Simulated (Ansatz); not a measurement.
# BCl+ (quartet): the correlation ladder, def2-QZVPP

The task here is to estimate one member of a computed series from the others.

The runs use Ansatz 0.2.0, Gaussian basis; def2-QZVPP, core rule «outside noble gas», up to 6 orbitals frozen.

The runs, in order: UHF; ROHF; CCSD(T) on UHF.

2 further runs of the same task are left out: 2 set aside as unsound or not needed.

**What is computed**

The geometry is a PBE0/def2-TZVP stationary point (not a proven minimum) of the parent state, kept for this charge and spin.

2 atoms, charge 1, spin multiplicity 4.

Atoms are counted from 1 here; the program's logs count them from 0.

Bond lengths: B1–Cl2 1.697 Å.

Set-up of the first run:

in.yaml

```yaml
crystal:
  periodic: [false, false, false]
  atoms:
    - {symbol: B, position_ang: [0.000000, 0.000000, 0.000000]}
    - {symbol: Cl, position_ang: [0.000000, 0.000000, 1.696600]}
basis:
  gaussian: {orbitals: "def2-QZVPP.json"}
total_charge: 1
magnetization: {spin_polarized: true, initial_magnetization: 3}
hamiltonian: {xc: hf}
output: {orbitals: {seedname: orbitals}}
```

On the command line:

```bash
$ ansatz run in.yaml --threads 1 --pin off --events-out ev --progress --plain --max-ram 2393MiB
```

Among the steps run: UHF; ROHF; CCSD(T) on UHF.

One of the session's tables, all rows but one given; the rest of the session is left out.

| method | from UCCSD(T) (meV) |
| --- | --- |
| ROHF | ? |
| UHF | +6434.4 |
| UMP2 | +999.3 |
| UCCSD | +259.9 |
| UCCSD(T) | 0 |

Estimate the missing values for ROHF.

As computed: from UCCSD(T) (meV): +6635.6. In the column «from UCCSD(T) (meV)» it is the highest.
